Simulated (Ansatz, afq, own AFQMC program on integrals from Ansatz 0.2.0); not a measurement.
CH$_{3}$⁺, triplet: AFQMC among the cluster methods

```yaml
atoms:
  - { symbol: C, position_ang: [0.0000, 0.0000, 0.0000] }
  - { symbol: H, position_ang: [1.0799, 0.0140, -0.0003] }
  - { symbol: H, position_ang: [-0.5521, 0.9282, -0.0027] }
  - { symbol: H, position_ang: [-0.5278, -0.9423, 0.0031] }
```

Basis cc-pVDZ. Only valence electrons are correlated. Integrals, coupled cluster, full CI and functionals: Ansatz 0.2.0; the random walks run on the same integrals in our own AFQMC program. ph-AFQMC/CISD is guided by a CISD state made of CCSD amplitudes; releasing the constraint for a short imaginary time cuts its bias at the price of noise, slowly where states lie close. ± is one standard error of the sampling.

Determinant: UHF, the one that the program's search chose, which needn't be the lowest solution. The geometry is a PBE0/def2-TZVP stationary point of this or a neighbouring charge and spin state.

No full CI on the walks' own integrals is used here; CCSDT(Q) serves as the reference and is uncertain by about the last step of the cluster series.

Cautions: another spin lies lower (by 5.22 eV); the search met a lower determinant of the same kind, perhaps of another symmetry (14 meV lower), and this one is a saddle point; the ph-AFQMC/CISD walk drifts between its halves (2.9 errors).

The T1 diagnostic is 0.0093 and the weight of the determinant in the CISD state is 0.947. The ⟨S²⟩ of the determinant is 2.015. The size of the correlated space is 6 electrons in 28 orbitals.

Reference: CCSDT(Q), correlation energy -3.367 eV. The released energy is read at 1.50 1/Eh (meV from the phaseless value at times in 1/Eh: 0 ± 3 at 0.24, -3 ± 3 at 0.50, -6 ± 4 at 1.00, -5 ± 4 at 1.50).

```
         level  E − E(reference) (kcal/mol)  share of correlation (%)
            HF                        77.64                      0.00
           MP2                        15.98                     79.41
          CCSD                         1.67                     97.85
       CCSD(T)                         0.33                     99.57
         CCSDT                         0.05                     99.94
 ph-AFQMC/CISD                  0.12 ± 0.09                     99.84
released AFQMC                  0.01 ± 0.09                     99.98
```

Released energies are given only where the last usable release times agree within the noise; a slower fall can still hide under it.
